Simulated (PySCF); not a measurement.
Removing an electron from boranamine

Compound: boranamine, BH4N.
Structure used (PBE0-D3(BJ)/def2-SVP), in Å, numbered top down from 1:
```xyz
6
BH4N angstrom
B     -0.6694    0.0209   -0.0276
N      0.7157   -0.0531   -0.0094
H     -1.3137   -1.0034   -0.0309
H     -1.2013    1.1077   -0.0398
H      1.3135    0.7633   -0.0059
H      1.2247   -0.9275    0.0013
```

Level: CAM-B3LYP/def2-SVPD (PySCF). Frontier orbitals with their largest atomic shares (Löwdin; up to four atoms above 4 %):

```csv
orbital,ε (eV),main atoms
HOMO−3,-15.95,"N2 53 %, H5 18 %, H6 17 %, B1 9 %"
HOMO−2,-12.54,"B1 42 %, N2 18 %, H4 18 %, H3 18 %"
HOMO−1,-10.41,"B1 42 %, H3 22 %, H4 22 %, N2 10 %"
HOMO,-10.20,?
LUMO,1.12,"B1 54 %, H5 14 %, H6 14 %, N2 12 %"
LUMO+1,1.34,"B1 53 %, N2 20 %, H4 12 %, H3 12 %"
LUMO+2,2.36,"B1 38 %, N2 16 %, H6 13 %, H5 13 %"
```

Question: What vertical ionisation energy does ΔSCF give, and how far is −ε(HOMO) from it?

Answer: ΔSCF: 11.47 eV (1107 kJ/mol; threshold wavelength 108 nm); ⟨S²⟩ of the doublet left behind is 0.753, against 0.75 for a pure doublet. −ε(HOMO) is 10.20 eV, 1.27 eV below it. For the exact functional −ε(HOMO) would equal the first vertical ionisation energy; CAM-B3LYP (range-separated hybrid) falls short of its own ΔSCF value by 11 %. Holes in the HOMO−1 and HOMO−2 were tried too where these lie within 1.2 eV of the HOMO; the lowest converged state counts.

Question: On which atoms does the HOMO lie?

Answer: N2 (boron-bound nitrogen) 67 %, B1 (three-coordinate boron) 18 %, H5 (N–H hydrogen) 6 %, H6 (N–H hydrogen) 6 %, so more than half of it is on one atom. The HOMO−1 lies 0.21 eV lower.

Question: How many of the 10 lowest singlet excitations (vertical TDDFT, same level) lie below the ionisation energy?

Answer: All 10; they run from 7.22 to 10.53 eV.

Question: With α = 26.2 au, estimate the like-pair dispersion coefficient by London's formula C6 = (3/4)α²I.

Answer: I = 0.4216 Eh, so C6 ≈ 218 au, a rough estimate.

Question: Shift the occupied levels rigidly so that −ε(HOMO) equals the ΔSCF value. What binding energies result?

Answer: The shift is +1.27 eV: HOMO 11.47, HOMO−1 11.68, HOMO−2 13.81, HOMO−3 17.22 eV. A rigid shift is only a rough guide to the deeper ionisations.

Question: What total energies stand behind the ΔSCF value?

Answer: E(N) = -81.93891 Eh and E(N − 1) = -81.51728 Eh at the same geometry, 0.42163 Eh apart.

Isolated species at its PBE0-D3(BJ)/def2-SVP geometry, gas phase.
